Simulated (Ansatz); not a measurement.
**How far each method lies from UCCSDTQ for H₂Si–N, doublet**

Geometry: that of the H2Si–N, quartet, kept fixed.

```json
{"atom": "Si", "x (Å)": "0.0000", "y (Å)": "0.0000", "z (Å)": "0.5558"}
{"atom": "N", "x (Å)": "0.0000", "y (Å)": "0.0000", "z (Å)": "-1.2927"}
{"atom": "H", "x (Å)": "0.0000", "y (Å)": "1.3020", "z (Å)": "1.2391"}
{"atom": "H", "x (Å)": "0.0000", "y (Å)": "-1.3020", "z (Å)": "1.2391"}
```

Basis 6-31G; Ansatz 0.2.0. Correlated methods freeze the noble-gas cores, which leaves 11 electrons in 20 orbitals. Prefix R: restricted or restricted open-shell reference; prefix U: unrestricted. Active spaces: valence = (11e, 10o) chosen from the atoms' valence shells.

Full CI isn't at hand for all of this; UCCSDTQ serves as the reference, and is uncertain by about the last step of the cluster series. The frozen core follows each run's orbitals, which can shift R against U totals by a few meV.

Unrestricted rows (U) aren't spin-pure: their determinants' ⟨S²⟩ exceeds S(S+1) by up to 0.83, so they mix in states of higher spin. For open shells CISD is restricted-active-space CI with the open shells as a complete middle space.

- UHF ⟨S²⟩: 1.583
- T1 diagnostic (RCCSD): 0.0450
- largest doubles amplitude (RCCSD): 0.238
- T1 diagnostic (UCCSD): 0.0809

| level | E − E(UCCSDTQ) (kcal/mol) | share of correlation (%) | wall time |
| --- | --- | --- | --- |
| RHF | 128.51 | 0.00 | – |
| UHF | 97.41 | 24.20 | – |
| RMP2 | 20.83 | 83.79 | – |
| UMP2 | 32.24 | 74.91 | – |
| CISD | 17.69 | 86.23 | 1 s |
| RCCSD | 6.12 | 95.24 | – |
| UCCSD | 5.16 | 95.99 | – |
| RCCSD(T) | 1.22 | 99.05 | 2 s |
| UCCSD(T) | 2.11 | 98.35 | 2.9 s |
| BCCD(T) | 1.54 | 98.80 | 2 s |
| RCCSDT | 0.74 | 99.43 | – |
| UCCSDT | 0.57 | 99.56 | – |
| RCCSDT(Q) | -0.07 | 100.05 | 6.5 s |
| UCCSDT(Q) | -0.11 | 100.09 | 7 s |
| RCCSDTQ | 0.03 | 99.97 | 71 s (H100) |
| CASSCF (valence space) | 40.43 | 68.54 | – |
| NEVPT2 (valence space) | 9.44 | 92.65 | 5 s |
| MRCISD (valence space) | 1.62 | 98.74 | – |
| MRCISD+Q (valence space) | 0.43 | 99.66 | 8 s |

The correlation energy at UCCSDTQ, counted from RHF, is -5.573 eV. That run took 91 s on 2 threads of AMD EPYC 7R13 with a shared H100 80 GB, shared host.

Times hold each run's SCF and search for its determinant on a shared host, so for small cases they say little of a method's own cost; rows without a card ran on 1 thread of AMD EPYC 7R13.

Natural occupations of CASSCF (valence space) about the gap: 1.995 1.977 1.968 1.942 1.790 0.999 0.213 0.066 0.028 0.023; effectively unpaired electrons, Σ n²(2−n)², 1.33.
